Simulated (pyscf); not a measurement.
Single points on ωB97X-D3(BJ)/def2-SVP structures (PySCF, gas phase).

Task: What are the homolytic bond dissociation enthalpies (298 K) of `[CH3][C]([F])([F])[C][F]` [singlet] at ωB97M-D3(BJ)/def2-TZVP, weakest first?

Result: C–C to CH₃• + F–C•=C(F)–F: 268.2 kJ/mol; C–F to H₃C–C(F)=C•–F + F•: 334.6 kJ/mol. Ring and multiple bonds, and those that leave no two simple radicals, are not listed. The radicals are drawn with the spin at the cut bond; how far it spreads was not checked. H₃C–C(F)(F)–C:–F [singlet] lies 228.8 kJ/mol over its isomer H₂C=C(F)–CH(F)–F, and others may lie lower still (electronic energy, ωB97M-D3(BJ)). H₃C–C(F)=C•–F lies 138.1 kJ/mol over its isomer H₂C=CH–C•(F)–F, and others may lie lower still (electronic energy, ωB97M-D3(BJ)). Other isomers of F–C•=C(F)–F were not searched in full and may lie lower. Left out: the spin-orbit lowering of F.
